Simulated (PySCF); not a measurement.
# Shieldings and the share of exact exchange

Molecule: `BOC`, CH$_{5}$BO.

Structure with atom numbers: `[BH2:1][O:2][CH3:3]`. Hydrogens are named by the atom that carries them.

GIAO shieldings (ppm, equivalent atoms averaged) in PySCF 2.14.0 with density-fitted response routines on the PBE0-D3(BJ)/def2-SVP geometry, basis pcSseg-2, gas phase, non-relativistic:

```tsv
functional	exact exchange (%)	σ(B1)	σ(O2)	σ(C3)
BLYP	0	44.6	99.5	106.9
BP86	0	46.7	103.7	111.1
PBE	0	45.5	100.8	111.3
B3LYP	20	48.8	118.5	113.0
PBE0	25	51.0	124.9	118.5
mPW1PW91	25	51.4	126.3	117.9
HF	100	68.5	184.0	133.0
```

Problem. Fit each shielding as a line in the percentage of exact exchange.

Solution. σ(B1) = 45.3 + 0.23 x (rms 0.7 ppm); σ(O2) = 102.4 + 0.83 x (rms 2.0 ppm); σ(C3) = 110.3 + 0.23 x (rms 1.9 ppm). The functionals also differ in their semilocal parts, which the line can't hold; Hartree–Fock has no correlation at all.

Problem. What does the line predict for BHandHLYP (50 %), and what does the run give?

Solution. σ(B1): 56.8 predicted, 55.4 computed; σ(O2): 143.9 predicted, 144.6 computed; σ(C3): 121.8 predicted, 120.9 computed ppm.
